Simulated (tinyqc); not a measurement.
CIS on RHF in the sto-3g basis, frozen core, for H2O, spin multiplicity 1, step by step. One step of it, computed by the program tinyqc.

Question. CIS triplet states. Diagonalise A (1 hartree = 27.211386 eV); each vector has its largest component positive (the first on a tie).

CIS matrix A, triplet (hartree):
```
           2>6        2>7        3>6       3>7        4>6        4>7       5>6       5>7
2>6   1.218068  -0.007396  -0.045812  0.075642  -0.048211  -0.014077  0.000000  0.000000
2>7  -0.007396   1.315006   0.075642  0.052089  -0.014077   0.006886  0.000000  0.000000
3>6  -0.045812   0.075642   0.576147  0.006274  -0.028095   0.042512  0.000000  0.000000
3>7   0.075642   0.052089   0.006274  0.647015   0.042512   0.029319  0.000000  0.000000
4>6  -0.048211  -0.014077  -0.028095  0.042512   0.486036   0.013785  0.000000  0.000000
4>7  -0.014077   0.006886   0.042512  0.029319   0.013785   0.563091  0.000000  0.000000
5>6   0.000000   0.000000   0.000000  0.000000   0.000000   0.000000  0.373507  0.001713
5>7   0.000000   0.000000   0.000000  0.000000   0.000000   0.000000  0.001713  0.458425
```

Give: triplet excitation energies; lowest vectors.

Answer.

triplet excitation energies (eV): 10.1627  12.4507  12.4753  14.3187  16.3419  17.9706  33.5555  36.1232

lowest vectors:
```
     state 1  state 2  state 3  state 4  state 5  state 6
2>6   0.0000   0.0955   0.0000   0.0308   0.0806  -0.0787
2>7   0.0000   0.0022   0.0000   0.0687  -0.0708  -0.0846
3>6   0.0000   0.3219   0.0000  -0.5313   0.7628   0.1323
3>7   0.0000  -0.2244   0.0000  -0.2933  -0.2620   0.8798
4>6   0.0000   0.8985   0.0000   0.2570  -0.2462   0.2505
4>7   0.0000  -0.1721   0.0000   0.7483   0.5267   0.3638
5>6   0.9998   0.0000   0.0202   0.0000   0.0000   0.0000
5>7  -0.0202   0.0000   0.9998   0.0000   0.0000   0.0000
```
